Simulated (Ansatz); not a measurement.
```yaml
crystal:
  periodic: [false, false, false]
  atoms:
    - {symbol: C, position_ang: [-0.808969, 0.917396, -0.657489]}
    - {symbol: C, position_ang: [-0.090518, -0.317159, -0.145730]}
    - {symbol: C, position_ang: [1.385754, -0.046452, 0.076831]}
    - {symbol: N, position_ang: [-0.691451, -0.720908, 1.120379]}
    - {symbol: H, position_ang: [-1.872138, 0.717092, -0.818866]}
    - {symbol: H, position_ang: [-0.724823, 1.729177, 0.069537]}
    - {symbol: H, position_ang: [-0.384683, 1.251255, -1.607130]}
    - {symbol: H, position_ang: [-0.177510, -1.102385, -0.916393]}
    - {symbol: H, position_ang: [1.871403, 0.260672, -0.852211]}
    - {symbol: H, position_ang: [1.900177, -0.939619, 0.443046]}
    - {symbol: H, position_ang: [1.514498, 0.745571, 0.818963]}
    - {symbol: H, position_ang: [-1.673904, -0.934124, 0.995968]}
    - {symbol: H, position_ang: [-0.247826, -1.560517, 1.473095]}
basis:
  gaussian: {orbitals: x2c-TZVPPall, nuclear_model: gaussian}
hamiltonian: {xc: {name: SPW92}}
output: {forces: true}
```

```sh
$ ansatz run in.yaml --threads 4 --pin off --events-out ev --progress --plain --max-ram 10444MiB
```

It prints (some lines left out):

```
Functional definition: SPW92
1226 factors; their error is unknown
mean field evaluation 1: about -4688.2869 eV, gradient 9.5e1 eV
mean field evaluation 2: about -4638.9147 eV, gradient 1.7e2 eV
mean field evaluation 4: about -4707.9810 eV, gradient 1.5e1 eV
mean field evaluation 8: about -4708.4387 eV, gradient 3.4e-1 eV
mean field evaluation 16: about -4708.4057 eV, gradient 4.1e-4 eV
mean field -4708.40569619 eV, -173.0307178629 hartree, gradient 3.5e-5 eV, S^2 0.000000; 0 other end points of the search recorded, 0 dependent functions left out
reference -4708.40573549 eV, -173.0307193071 hartree; 17, 17 occupied and 233, 233 virtual orbitals, 1226 factors
Total energy: -4708.40573549 eV, -173.0307193071 hartree
Relativity: scalar
Atom 0 at    -0.808969     0.917396    -0.657489 Å, force     0.266345    -0.470716     0.178067 eV/Å
Atom 1 at    -0.090518    -0.317159    -0.145730 Å, force     0.058327     0.391246     0.339305 eV/Å
Atom 2 at     1.385754    -0.046452     0.076831 Å, force    -0.550092    -0.112164    -0.095163 eV/Å
Atom 3 at    -0.691451    -0.720908     1.120379 Å, force     0.347793     0.514258    -0.364465 eV/Å
Atom 4 at    -1.872138     0.717092    -0.818866 Å, force    -0.271932    -0.061797    -0.030954 eV/Å
Atom 5 at    -0.724823     1.729177     0.069537 Å, force     0.044482     0.197159     0.228718 eV/Å
Atom 6 at    -0.384683     1.251255    -1.607130 Å, force     0.121030     0.076128    -0.242934 eV/Å
Atom 7 at    -0.177510    -1.102385    -0.916393 Å, force    -0.012325    -0.198749    -0.224144 eV/Å
Atom 8 at     1.871403     0.260672    -0.852211 Å, force     0.111368     0.080402    -0.246161 eV/Å
Atom 9 at     1.900177    -0.939619     0.443046 Å, force     0.119162    -0.233543     0.099888 eV/Å
Atom 10 at     1.514498     0.745571     0.818963 Å, force    -0.008242     0.220306     0.211082 eV/Å
Atom 11 at    -1.673904    -0.934124     0.995968 Å, force    -0.455152    -0.051001    -0.041089 eV/Å
Atom 12 at    -0.247826    -1.560517     1.473095 Å, force     0.229235    -0.351530     0.187849 eV/Å
Dipole moment:    -0.042743    -0.209832    -0.147730 e Å
```

Run time 1.5 s (4 threads of an Arm Neoverse V2 on a shared host); peak host memory 0.52 GiB.
